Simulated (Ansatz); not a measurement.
A nudged elastic band was laid between two geometries of CH$_{6}$AlF (9 atoms, charge 0, multiplicity 1).

Method: RKS B3LYP/6-31G* in Ansatz.

```
movable images  : 5
climbing image  : from the first iteration
spring          : 5.0 eV/Å²
optimiser       : fire
start path      : through a guess of the saddle point
force threshold : 0.05 eV/Å
iteration limit : 60
end points      : relaxed
```

Image 0:

```xyz
9
Properties=species:S:1:pos:R:3
Al 0.038 0.064 0.039
H 0.102 -0.231 1.657
C 1.717 -0.033 -0.974
H 1.945 -1.076 -1.237
H 1.667 0.525 -1.918
H 2.578 0.345 -0.408
H -1.392 -0.133 -0.630
F -0.066 1.970 0.834
H -0.017 1.468 1.663
```

Image 6:

```xyz
9
Properties=species:S:1:pos:R:3
Al -0.039 0.397 -0.667
H 0.071 0.602 3.249
C 1.768 -0.041 -1.263
H 1.824 -1.054 -1.680
H 2.101 0.654 -2.046
H 2.498 0.032 -0.447
H -1.362 -0.397 -1.033
F -0.257 1.734 0.304
H -0.031 0.970 2.610
```

(1) What changes between the two ends?

(2) Give the energies along the band, and the barrier.

(3) What is the geometry of the highest image?

## Answers

(1) Bonds broken: Al1–H2, F8–H9. Bonds formed: H2–H9. CH6AlF becomes CH4AlF + H2.

(2) It converged. The highest image is number 1 of 0 to 6, 0.009 eV above the first end and 1.593 eV above the last; the last end lies 1.584 eV below the first. Another band between the same ends (5 images) ends at a top of the same energy, where a vibrational analysis finds 1 clearly imaginary mode. The orbitals stay closed-shell, which can raise the energy where a bond breaks towards radicals; this wasn't checked here.

```
image  path coordinate (Å)  energy (eV)  Al1–H2 (Å)  F8–H9 (Å)  H2–H9 (Å)
    0                 0.00        0.000        1.65       0.97       1.70
    1                 0.34        0.009        1.69       1.03       1.33
    2                 0.96       -1.013        1.98       1.63       0.80
    3                 1.58       -1.511        2.50       2.23       0.75
    4                 2.22       -1.557        3.03       2.31       0.74
    5                 2.86       -1.575        3.47       2.31       0.74
    6                 3.50       -1.584        3.92       2.44       0.74
```

(3) 
```xyz
9
Properties=species:S:1:pos:R:3
Al 0.021 0.150 0.000
H 0.066 -0.102 1.675
C 1.713 -0.025 -0.968
H 1.975 -1.074 -1.155
H 1.650 0.466 -1.948
H 2.552 0.427 -0.425
H -1.414 -0.111 -0.623
F -0.016 1.941 0.862
H 0.026 1.228 1.608
```

Time of the run: 7.1 min on 1 thread of Arm Neoverse V1 (shared host), peak memory 0.11 GiB.
